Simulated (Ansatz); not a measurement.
System: OF$_{2}$, charge 0, singlet. OF2 (SMILES FOF).
B3LYP-D3(BJ)/def2-TZVP minimum from Ansatz (a first-principles code):
```
O
F 1 1.4020
F 1 1.4020 2 103.99
```

Hartree-Fock and CCSD correlation energies in hartree (Ansatz). Radicals and triplets start from unrestricted determinants; spin-orbit coupling is neglected. Correlated methods leave the cores frozen. No relativity. The restricted determinant of F2O (FOF, singlet) is unstable towards broken spin symmetry in at least one set run.

| basis | X | E(HF) | E(corr, CCSD) |
|---|---|---|---|
| cc-pVTZ | 3 | -273.55831 | -0.76139 |
| cc-pVQZ | 4 | -273.58061 | -0.82140 |
| cc-pV5Z | 5 | -273.58680 | withheld |

Task: Fit E(corr) = E∞ + A/X³ to X = 3 and 4, predict X = 5, and compare with the run.

Result: A = (-0.76139 - (-0.82140))/(1/27 - 1/64) = 2.8026; E∞ = -0.82140 - A/64 = -0.86519; at X = 5, E∞ + A/125 = -0.84277. The run gave -0.84403, 1.26 mEh below the prediction. The same form on X = 4 and 5 gives E∞ = -0.86777, 2.58 mEh below the first estimate.
